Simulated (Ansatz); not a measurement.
A made-up structure of CHSSi, doublet:

```
atom    x (Å)    y (Å)    z (Å)
  C1  -1.6165   0.5798   0.4843
 Si2  -0.2675  -0.2832   0.8666
  S3   0.4685   0.2050  -0.9136
  H4   1.4155  -0.5016  -0.4374
```

It is relaxed with PBE-D4/def2-SVP and then PBE0-D4/def2-TZVP (Ansatz 0.2.0). Atoms count as bonded within 1.22 times the sum of their covalent radii (H–H: 0.88 Å). The end point is not checked to be a true minimum.

Task: Does its bonding change? (A judgement: the text doesn't fix the answer.)

Result: Computed: No: no bond forms or breaks.

Where it ends: The first stage lowers the energy by 1.34 eV in 16 steps. It ends as CHSSi ([C][Si][SH]):
| atom | x (Å) | y (Å) | z (Å) |
| --- | --- | --- | --- |
| C1 | -1.9775 | 0.6457 | 0.6756 |
| Si2 | -0.3649 | -0.1723 | 0.8959 |
| S3 | 0.6096 | 0.0869 | -0.9661 |
| H4 | 1.7328 | -0.5603 | -0.6054 |

Labels in which every atom is bracketed show which atoms are joined, not bond orders.

For scale, one of the runs: PBE0-D4/def2-TZVP relaxation, 111 basis functions, launched by `ansatz run in.yaml --threads 2 --pin off --events-out ev --progress --plain --max-ram 4352MiB`. The run took about 51 s on 2 CPU threads of an Intel Xeon Platinum 8223CL (shared host).
